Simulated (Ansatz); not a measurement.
A made-up structure of Si2H4Cl (charge -1), closed shell:

Si1  (-1.661, 0.108, -0.304)
Si2  (0.551, -0.084, 0.408)
Cl3  (-3.173, -0.453, 1.088)
H4  (-1.329, -0.527, -1.662)
H5  (-1.246, 1.529, -0.744)
H6  (0.927, 0.904, 1.480)
H7  (1.713, 0.011, -0.546)
(Å)

It is relaxed with PBE-D4/def2-SVPD and then PBE0-D4/def2-TZVPD (Ansatz 0.2.0). Atoms count as bonded within 1.22 times the sum of their covalent radii (H–H: 0.88 Å). The end point is not checked to be a true minimum.

Task: Does its bonding change? (Judge from chemistry; the calculation decides.)

Result: By the calculation: No: no bond forms or breaks.

Where it ends: The first stage lowers the energy by 2.08 eV in 9 steps. It ends as Si₂H₄Cl ([SiH2][SiH2][Cl]), total charge -1:
```xyz
7
angstrom
Si -1.2327 0.1630 -0.3196
Si 0.7815 -0.4138 0.7031
Cl -2.9982 -0.2984 0.8153
H -1.5019 -0.5953 -1.5914
H -1.5594 1.5805 -0.7082
H 0.8644 0.9427 1.4174
H 1.4288 0.1096 -0.5978
```

Labels in which every atom is bracketed show which atoms are joined, not bond orders.

For scale, one of the runs: PBE0-D4/def2-TZVPD relaxation, 168 basis functions, launched by `ansatz run in.yaml --threads 2 --pin off --events-out ev --progress --plain --max-ram 4352MiB`. Hardware: 2 CPU threads of an Arm Neoverse V1, shared host. Wall time about 46 s.
